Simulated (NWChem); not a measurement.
**Correlation energy of Na (-1)**

```
Na
```
Charge -1, spin multiplicity 1.

Program: NWChem.

Basis set: aug-cc-pVTZ. Each correlation energy counts from its own Hartree-Fock reference.

The correlated methods keep 1 core orbital frozen. Coupled-cluster values serve here as a point of comparison, not as the truth.

```csv
method,correlation energy (mHa),remark
MP2,(withheld),-
SCS-MP2,(withheld),-
CCSD,(withheld),large amplitudes
CR-CCSD[T],-125.4,large amplitudes
CR-CCSD(T),-125.4,large amplitudes
```

Task: Complete the blanks.

Result: 
- MP2, correlation energy (mHa): -29.1
- SCS-MP2, correlation energy (mHa): -33.2
- CCSD, correlation energy (mHa): -123.8
